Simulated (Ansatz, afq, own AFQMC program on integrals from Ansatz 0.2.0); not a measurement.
AFQMC on a folder of integrals that Ansatz 0.2.0 wrote.

```yaml
crystal:
  periodic: [false, false, false]
  atoms:
    - {symbol: C, position_ang: [-0.411088, 0.496321, -0.314114]}
    - {symbol: Al, position_ang: [0.731727, -0.884490, 0.559754]}
    - {symbol: H, position_ang: [0.050029, 1.501492, -0.276359]}
    - {symbol: H, position_ang: [-1.402826, 0.581374, 0.169239]}
    - {symbol: H, position_ang: [-0.594291, 0.268752, -1.381390]}
basis:
  gaussian: {orbitals: def2-TZVP}
magnetization: {spin_polarized: true, initial_magnetization: 0}
correlation: {method: ccsd_t, electrons: outside_noble_gas, hamiltonian_folder: ham}
```

```sh
$ ansatz run in.yaml --threads 1 --pin off --events-out ev --progress --plain --max-ram 16896MiB --backend cuda --devices 0, --max-vram 18GiB
```

afq runs on the folder ham with

```
--method phaseless --trial cisd --walkers 4000 --populations 20 --least-time 60 --time-step 0.005 --steps-per-block 50 --equilibration-blocks 28 --max-blocks 4000 --target-error 0.00019 --factor-cut 1e-05 --start spin_pure --seed 6281 --release-times 0.24,0.51,0.99,1.62,2.4 --release-step 0.03 --release-every 3 --taylor-order 6
```

Times are imaginary, in 1/Eh. The walk had a cap of 226 s. With eight or more populations the least sampling time is a fifth of least-time, and the error comes from their spread.

afq prints:

```
orbitals 80  electrons 5 5  factors 576 of 578
reference energy -281.52118378 Eh
CCSD correlation -0.26073276 Eh in 9 cycles, weight of the determinant in the CISD state 0.8652
energy of the start -281.781912 Eh
 block  time / (1/Eh)  mean weight  energy / Eh
     1     0.250  0.9997  -281.779210
     2     0.500  1.0001  -281.781940
     3     0.750  1.0001  -281.784561
     4     1.000  1.0000  -281.786178
     5     1.250  0.9998  -281.787908
     8     2.000  0.9998  -281.790047
    11     2.750  0.9997  -281.790123
    14     3.500  1.0002  -281.791124
    17     4.250  0.9999  -281.792274
    20     5.000  0.9997  -281.791455
    23     5.750  1.0001  -281.791996
    26     6.500  1.0000  -281.791839
    29     7.250  1.0001  -281.792201
    32     8.000  0.9998  -281.791730
    35     8.750  1.0001  -281.792984
    38     9.500  0.9998  -281.792554
    41    10.250  1.0001  -281.791052
    44    11.000  1.0002  -281.791724
    47    11.750  0.9996  -281.791590
    50    12.500  0.9995  -281.790653
    53    13.250  1.0001  -281.792627
    56    14.000  1.0000  -281.791784
    59    14.750  1.0002  -281.790877
    62    15.500  1.0003  -281.790643
    65    16.250  0.9999  -281.792313
    68    17.000  0.9999  -281.791008
    71    17.750  0.9998  -281.792002
    74    18.500  1.0000  -281.791921
    77    19.250  1.0001  -281.793167
    78    19.500  0.9999  -281.792847
error from the spread of 20 populations
released: time / (1/Eh)  energy / Eh  error  mean overlap
  0.24  -281.791912  0.000164  0.9957
  0.51  -281.792000  0.000159  0.9937
  0.99  -281.792177  0.000139  0.9852
  1.62  -281.792137  0.000142  0.9769
  2.40  -281.791931  0.000197  0.9708
energy -281.791829 +/- 0.000184 Eh
(rows thinned)
```

The run passed its tests (sampling time, drift between the halves within three errors, error under three times the target), which doesn't prove that it has relaxed.

Against this walk (error 5.0 meV) on the same determinant: CCSD(T) 22.8 meV higher, CCSDT(Q) 5.7 meV lower (within the noise). The error is statistical and leaves out the bias of the constraint. Released to 2.40 1/Eh the energy moves by -3 ± 7 meV (both errors), within twice the noise.

Cautions: constraint bias not in the error; an unrestricted solution with more broken spin lies lower (6 meV, ⟨S²⟩ 0.11), while this determinant keeps restricted orbitals.

The walk took 110 s on 1 × NVIDIA H100 80GB HBM3 with 2 threads of AMD EPYC 7R13 Processor (Zen 3), with other jobs on the host (the card was shared). The log's last line is the phaseless energy.

CCSDT and higher add their correlation energy to the determinant of the CCSD(T) run, since their own runs factorise the integrals more tightly (a shift of under 2 meV).
